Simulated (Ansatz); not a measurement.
Mulliken charges of C3H4N2, SMILES `C=C(N)C#N` from r2SCAN/def2-TZVPP in Ansatz (PBE0-D4/def2-TZVP geometry).

```csv
atom,x (Å),y (Å),z (Å),charge (e)
C1,0.708,1.087,-0.245,-0.250
C2,-0.023,-0.021,-0.080,0.260
N3,0.321,-1.131,0.671,-0.325
C4,-1.270,-0.148,-0.781,-0.141
N5,-2.281,-0.264,-1.319,-0.045
H6,0.376,1.864,-0.917,0.092
H7,1.649,1.219,0.275,0.074
H8,-0.448,-1.669,1.036,0.172
H9,1.056,-0.982,1.342,0.162
```

Problem. By hand: the dipole of these point charges (1 e Å = 4.8032 D).

Solution. Σ q r = (0.245, -0.061, 0.323) e Å, of length 0.410 e Å = 1.97 D.

Problem. How does the dipole of the full density compare? (Estimate.)

Solution. Ansatz gave: (0.611, -0.039, 0.632) e Å, 4.23 D; the point charges give 0.47 times that, at 9° from its direction.

Point charges leave out the atoms' own dipoles, such as those of lone pairs, and Mulliken's split depends on the basis, so the two needn't agree.
